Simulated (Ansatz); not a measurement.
# Cubic perovskite CsSnBr3

Computed with PBE+SOC (Ansatz, a program for electronic structure, PAW).

Run with plane-wave cutoff 520 eV, 6×6×6 k mesh, Fermi–Dirac smearing 0.01 eV, PAW data made under PBE.

Cell (relaxed at this level):

```xyz
5
Lattice="5.8960 0.0000 0.0000 0.0000 5.8960 0.0000 0.0000 0.0000 5.8960" Properties=species:S:1:pos:R:3 pbc="T T T"
Cs     0.0000     0.0000     0.0000
Sn     2.9480     2.9480     2.9480
Br     2.9480     0.0000     2.9480
Br     0.0000     2.9480     2.9480
Br     2.9480     2.9480     0.0000
```

| Quantity | Value |
|---|---|
| bulk modulus B0 | 19.2 GPa |
| band gap | 0.29 eV (direct) |
| direct gap at Γ | 4.90 eV |

Note: the relaxation could not lower the start's symmetry, so the cell can be a saddle point above a distorted one.

Computed values are for the static lattice.
